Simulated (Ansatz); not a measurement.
Ansatz input wanted

Si2H6: 8 atoms, total charge 0, spin state singlet. As SMILES, `[SiH3][SiH3]`. Geometry: relaxed at PBE0-D4/def2-TZVP.

| atom | x (Å) | y (Å) | z (Å) |
| --- | --- | --- | --- |
| Si | -0.3405 | 0.4902 | -1.0049 |
| Si | 0.3635 | -0.5044 | 0.9910 |
| H | 0.8339 | 0.9482 | -1.7949 |
| H | -1.1129 | -0.4839 | -1.8219 |
| H | -1.2080 | 1.6641 | -0.7179 |
| H | 1.1390 | 0.4686 | 1.8063 |
| H | 1.2281 | -1.6805 | 0.7040 |
| H | -0.8110 | -0.9592 | 1.7826 |

Settings wanted:

```yaml
basis_set: STO-3G
core_potential: none
task: gradient
method: HF
reference: RHF
accuracy: high
```

Q: Write the Ansatz 0.2.0 input and the command.

A: One that was run (others would do as well):

molecule.yaml:
```yaml
crystal:
  periodic: [false, false, false]
  atoms:
    - {symbol: Si, position_ang: [-0.340500, 0.490200, -1.004900]}
    - {symbol: Si, position_ang: [0.363500, -0.504400, 0.991000]}
    - {symbol: H, position_ang: [0.833900, 0.948200, -1.794900]}
    - {symbol: H, position_ang: [-1.112900, -0.483900, -1.821900]}
    - {symbol: H, position_ang: [-1.208000, 1.664100, -0.717900]}
    - {symbol: H, position_ang: [1.139000, 0.468600, 1.806300]}
    - {symbol: H, position_ang: [1.228100, -1.680500, 0.704000]}
    - {symbol: H, position_ang: [-0.811000, -0.959200, 1.782600]}
basis:
  gaussian:
    orbitals: STO-3G
magnetization:
  spin_polarized: false
hamiltonian:
  xc: hf
accuracy: high
output: {forces: true, orbitals: {seedname: orbitals}}
```

```bash
$ ansatz run molecule.yaml --threads 1 --pin off --max-ram 2610MiB --events-out events.jsonl --progress --plain --runs-dir runs
```

Calculated total energy: -574.69316 Eh, largest force 1.711 eV/Å. The shape isn't stationary at this level (largest force 1.7 eV/Å).
